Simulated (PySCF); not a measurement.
OS, SMILES S=O (connectivity only; charge and spin as stated), neutral, multiplicity 3. Atoms are numbered in the order given.

```xyz
2

O      0.0000     0.0000    -1.0030
S      0.0000     0.0000     0.5015
```
Charge 0, spin multiplicity 3.

Geometry: PBE-D3(BJ)/def2-TZVPD.

Method: PBE-D3(BJ)/def2-TZVPD in PySCF.

Frequencies are harmonic and unscaled.

Question: Give all harmonic wavenumbers and intensities. (Estimate from the structure and the level; the computed values follow.)

Answer: 
```json
[
 {"mode": "1", "ν (cm⁻¹)": "1111", "IR (km/mol)": "17.9", "moving atoms (share of kinetic energy)": "O 67 %, S 33 %"}
]
```
